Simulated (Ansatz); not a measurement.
# Ti (hcp): energy against volume

These are results of DFT, r2SCAN, plane waves (500 eV) with PAW, scalar-relativistic (Ansatz), not measurements. (PAW data from PBE, frozen cores regenerated.)

The cell is scaled uniformly from the relaxed one, with fractional coordinates and shape fixed. Energies are extrapolated to zero smearing, pressures are those at the given smearing. Magnetic state: non-magnetic.

A Birch-Murnaghan fit gives V₀ = 17.30 Å³/atom, B₀ = 117 GPa, B₀′ = 3.5.

(1) What are the energy above the minimum and the pressure at 15.230 Å³/atom?

(2) What are the energy above the minimum and the pressure at 18.692 Å³/atom?

(3) What are the energy above the minimum and the pressure at 19.384 Å³/atom?

## Answers

(1) 109.4 meV/atom and 18.60 GPa as computed.

(2) 36.5 meV/atom and -7.89 GPa as computed.

(3) 77.4 meV/atom and -10.88 GPa as computed.
